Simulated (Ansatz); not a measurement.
# CFSi: the cost of one run

Program: Ansatz 0.2.0, Gaussian basis. Level of theory: def2-QZVPP, all electrons in the functionals, frozen cores in the correlation of double hybrids and RPA. These are calculated values, not measurements.

To be run: B2PLYP, at charge 0, doublet; charge 0, quartet; charge 1, singlet; charge 1, triplet.

2 further runs of the same task are left out: 2 set aside as unsound or not needed. Runs told in other sessions of the task aren't counted.

## (1) The geometry

The geometry is a PBE0/def2-TZVP stationary point (not a proven minimum).

3 atoms, charge 0, spin multiplicity 2.

Atoms are counted from 1 here; the program's logs count them from 0.

Bond lengths: F1–C2 1.276 Å, C2–Si3 1.687 Å. Angles: F1–C2–Si3 180.0°.

Coordinates:

```xyz
3
charge 0, multiplicity 2
F     0.0000    0.0000   -1.4130
C     0.0000    0.0000   -0.1368
Si    0.0000    0.0000    1.5499
```

No dispersion term is added.

The geometry shown and the zero of energy belong to the point charge 0, doublet. The yardstick, UCCSD(T), and other wave-function levels (R restricted, U unrestricted, valence and pair active spaces) come from earlier runs.

## (2) B2PLYP, charge 0, doublet

The input, in.yaml:

```yaml
crystal:
  periodic: [false, false, false]
  atoms:
    - {symbol: F, position_ang: [0.000000, 0.000000, -1.413044]}
    - {symbol: C, position_ang: [0.000000, 0.000000, -0.136834]}
    - {symbol: Si, position_ang: [0.000000, 0.000000, 1.549877]}
basis:
  gaussian: {orbitals: "def2-QZVPP.json"}
magnetization: {spin_polarized: true, initial_magnetization: 1}
hamiltonian: {xc: {name: B2PLYP}}
correlation: {electrons: outside_noble_gas}
```

Launch:

```bash
$ ansatz run in.yaml --threads 1 --pin off --events-out ev --progress --plain --max-ram 2393MiB
```

**Question.** How long does this run take on 1 thread of Arm Neoverse V2, shared host, and how much memory does it need?

About 14 s, with a peak of 0.41 GiB.
